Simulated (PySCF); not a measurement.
Compound: C2H6O3S.
Bonds: C1–O2, O2–S3, S3–C4, S3–O5 (double), S3–O6 (double). Hydrogens: H7, H8, H9 on C1; H10, H11, H12 on C4.

Computed with PySCF at wB97X-D/pcSseg-2, non-relativistic, on one gas-phase PBE0-D3(BJ)/def2-TZVP geometry that isn't relaxed in the solvent. The solvent is an IEF-PCM continuum (Bondi radii, 1.10 Å for H, scaled by 1.2). Specific hydrogen bonds and non-electrostatic terms are outside this model.

Gas phase at wB97X-D/pcSseg-2: HOMO -10.49 eV, LUMO 2.16 eV, dipole 3.20 D.

Task: What does the continuum do to the energy, the frontier levels and the dipole at wB97X-D/pcSseg-2 in chloroform?

Result: 
```
   solvent      ε  E(solvent) − E(gas) (kcal/mol)  polarisation term (kcal/mol)  distortion of the solute (kcal/mol)  HOMO (eV)  LUMO (eV)  dipole (D)
chloroform  4.711                           -6.74                         -7.46                                 0.72     -10.62       2.38        3.79
```

The first energy column is the sum of the next two and covers electrostatics alone.

Task: Which radius a makes the point-dipole formula ΔE = −[(ε − 1)/(2ε + 1)]·μ²/a³ give the value in chloroform, with the gas-phase dipole?

Result: μ = 1.258 au and |ΔE| = 0.01074 Eh give a = 1.98 Å; the farthest nucleus lies 2.79 Å from the centroid of the nuclei, so such a sphere wouldn't even hold the nuclei. The formula assumes a rigid point dipole at the centre of a sphere.

On one thread of an Arm Neoverse V2, shared host with 96 logical CPUs at a one-minute load of 20, this took 51 s wall and 1.4 GiB of memory at its peak. This is the whole shielding run at wB97X-D/pcSseg-2 in chloroform, SCF included.

Conformer computed: `[CH3:1][O:2][S:3]([CH3:4])(=[O:5])=[O:6]`: C1–O2–S3–C4 180°.

wB97X-D is run here without its empirical dispersion term; that term would change no orbital, density or response property at a fixed geometry.
